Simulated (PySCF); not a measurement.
# Core-level binding energies of `[SiH3]C[PH-]`

Compound: CH6PSi (charge -1).
Structure used (GFN2-xTB), in Å, numbered top down from 1:
```xyz
9
CH6PSi angstrom
Si    -0.9879    0.4097    0.1991
C      0.4259   -0.7593   -0.2123
P      1.9682   -0.2175    0.6961
H     -2.2176    0.0370   -0.5559
H     -0.7212    1.7994   -0.1961
H     -1.3619    0.3748    1.6152
H      0.2093   -1.7706    0.1414
H      0.6263   -0.8225   -1.2853
H      2.0725    0.9549   -0.0002
```

The calculation used PySCF, delta-SCF UKS SCAN, pcX-2 on the ionised atom, pcseg-1 elsewhere, spin-free X2C. Each binding energy is the total energy of the core-ionised species, with the hole localised on one atom, minus that of the ground state; both are solved self-consistently, so orbital relaxation is included.

Task: What binding energy does each computed site have?

Result: 
```csv
atom(s),environment,level,binding energy (eV),2p1/2 (eV),count
Si1,SiH3 silicon,Si 2p3/2,101.79,102.41,1
C2,sp3 carbon bound to silicon,C 1s,284.94,–,1
Si1,SiH3 silicon,Si 1s,1841.55,–,1
P3,phosphorus bonded to C and H,P 1s,2142.07,–,1
```

Task: Give the binding energy of Si 1s of Si1 in hartree and in kJ/mol.

Result: 1841.55 eV = 67.6757 Eh = 177683 kJ/mol.

Not every level is listed. Spin–orbit and ligand-field terms were added within each 2p shell after the spin-free SCF. 2p1/2 minus 2p3/2 (ligand field included): Si 0.62 eV. The species carries charge -1, so core ionisation leaves a neutral species. The basis sets have no added diffuse functions. The structure is a single GFN2-xTB conformer in the gas phase; no vibrational or solvent corrections.
